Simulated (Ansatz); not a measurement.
We consider A-type hexagonal La2O3, described by r²SCAN+SOC in Ansatz (plane waves, PAW).

Numerical settings: plane-wave cutoff 560 eV, 12×12×6 k mesh (along the axes of the cell as run), Fermi–Dirac smearing 0.01 eV, PAW data made under PBE.

Energies at three volumes about the minimum:

```csv
V (Å³/atom),E − E_lowest (meV/atom)
16.101,2.46
16.429,0.00
16.758,2.30
```

Problem. Fit a parabola by hand: where is the minimum, and what is the bulk modulus?

Solution. Slopes: (0.00 − 2.46)/(16.429 − 16.101) = -7.500 and (2.30 − 0.00)/(16.758 − 16.429) = 6.991 meV/Å³. Curvature E″ = 2 × (6.991 − (-7.500))/(16.758 − 16.101) = 44.113 meV/Å⁶. From the middle of the first interval, the slope vanishes at V0 = 16.2650 − (-7.500)/44.113 = 16.435 Å³/atom. B = V0 E″ = 16.435 × 44.113 meV/Å³ × 0.1602 GPa per meV/Å³ = 116 GPa. The full Birch–Murnaghan fit to all volumes gives V0 = 16.430 Å³/atom and B0 = 116 GPa.

Shape and atoms are relaxed at each volume.

Measured, for comparison: bulk modulus 113 GPa (300 K, no zero-point or thermal correction; as tabulated in Santana et al. (2016), arXiv:1608.06321); equilibrium volume per atom 16.44 Å³/atom (room temperature, no zero-point or thermal correction, equation of state from high-pressure X-ray diffraction; as tabulated in Ibáñez et al. (2020), arXiv:2005.12956). Computed (rounded) less measured: bulk modulus +3 %, equilibrium volume per atom -0.1 %. A static lattice is as a rule a little smaller and stiffer than an uncorrected measurement, which can account for part of this.

Note: the bulk modulus comes from volumes at which shape and atoms were relaxed.

Ansatz is a first-principles code.
